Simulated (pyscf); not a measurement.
Single points on ωB97X-D3(BJ)/def2-SVP structures (PySCF, gas phase).

Task: Estimate by transition-state theory the rate constant of H₂As–InH₂ + silane (SiH₄) -> H₂As–In [singlet] + hydrogen (H₂) + silane (SiH₄) (singlet surface; H–In, H–In, H–Si broken, H–H, H–Si formed) at 900 K, with ωB97M-D3(BJ)/def2-TZVP energies (ideal gas, 1 atm, RRHO with modes under 100 cm⁻¹ raised to 100, one conformer, R ln 2 for chiral ones without a mode under 150 cm⁻¹; no tunnelling).

Result: The electronic barrier is 47.9 kcal/mol and the thermal terms add +29.2, so ΔG‡ = 77.0 kcal/mol. With k_BT/h = 1.88e+13 s⁻¹ and RT = 1.788 kcal/mol, and a volume of 1.23e-19 cm³ per molecule at 1 atm, k = 4.5e-25 cm³ molecule⁻¹ s⁻¹. Wigner's tunnelling factor for 1331i cm⁻¹ would be 1.19. A shift of 1 kcal/mol in the barrier changes k by a factor 1.7. On the reactant side the descent ends in a complex (not fully relaxed), 5.5 kcal/mol under the separated species and 52.2 kcal/mol under the saddle at ωB97X-D3(BJ)/def2-TZVP. On the product side the descent ends in a complex (not fully relaxed), 7.4 kcal/mol under the separated species and 53.6 kcal/mol under the saddle at ωB97X-D3(BJ)/def2-TZVP. One saddle was located; it need not be the lowest between these sides. Elements up to Kr have no core potential and no relativistic terms here. Elements past Kr carry the def2 core potentials, without spin-orbit coupling.
